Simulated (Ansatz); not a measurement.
Relaxation of ClFH₂Si (5 atoms, charge 0, multiplicity 1), to a largest force component of 0.02 eV/Å in at most 40 steps.

Theory: RKS PBE0/def2-SVP in Ansatz 0.2.0.

```xyz
5
Properties=species:S:1:pos:R:3:forces:R:3
Si 0.000 0.000 0.000 1.29 0.00 -1.19
F 0.000 0.000 1.590 0.09 0.00 0.87
Cl 2.009 0.000 -0.709 -1.26 0.00 0.49
H -0.688 1.191 -0.486 -0.06 0.51 -0.08
H -0.688 -1.191 -0.486 -0.06 -0.51 -0.08
```

Where does it end, and by what steps?

The run converged. After 4 steps the energy has fallen by 0.090 eV; Cl3 moved furthest, 0.07 Å.

| step | energy less start (eV) | largest force component (eV/Å) | accepted |
| --- | --- | --- | --- |
| 0 | 0.0000 | 1.294 | yes |
| 1 | -0.0766 | 0.605 | yes |
| 2 | -0.0895 | 0.242 | yes |
| 3 | -0.0903 | 0.040 | yes |
| 4 | -0.0903 | 0.002 | yes |

```xyz
5
Properties=species:S:1:pos:R:3
Si 0.005 0.000 -0.024
F 0.013 0.000 1.592
Cl 1.944 0.000 -0.688
H -0.664 1.239 -0.486
H -0.664 -1.239 -0.486
```

Time of the run: 7.7 s on 1 thread of Arm Neoverse V2, on a shared host, peak memory 0.13 GiB.
